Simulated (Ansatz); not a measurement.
Basis-set extrapolation for AlCl$_{4}$−, SMILES `[Cl][Al-]([Cl])([Cl])[Cl]` (PBE0-D4/def2-TZVPD geometry, frozen core, the Gaussian-basis code of Ansatz). Multiplicity 1, RHF reference.

```json
{"": "HF", "def2-TZVPPD": "-2080.372862", "def2-QZVPPD": "-2080.429248"}
{"": "MP2 correlation", "def2-TZVPPD": "-0.844622", "def2-QZVPPD": "-0.928495"}
{"": "CCSD(T) correlation", "def2-TZVPPD": "-0.945085", "def2-QZVPPD": "not run"}
```

Energies in hartree. Use E(X) = E(∞) + A·exp(−7.88·√X) for Hartree–Fock and E(X) = E(∞) + B·X^(−2.97) for correlation, with X = 3 and 4, and add CCSD(T) minus MP2 of the smaller set to the MP2 limit.

Problem. What is the CCSD(T) energy at the basis-set limit?

Solution. HF limit: -2080.429248 + (-0.056386) × 0.13774 = -2080.43701. MP2 limit: -0.928495 + (-0.083873) × 0.74074 = -0.99062. Higher-order term: -0.945085 − (-0.844622) = -0.10046. Total: -2081.52809 hartree, 5.72 eV below CCSD(T)/def2-TZVPPD.
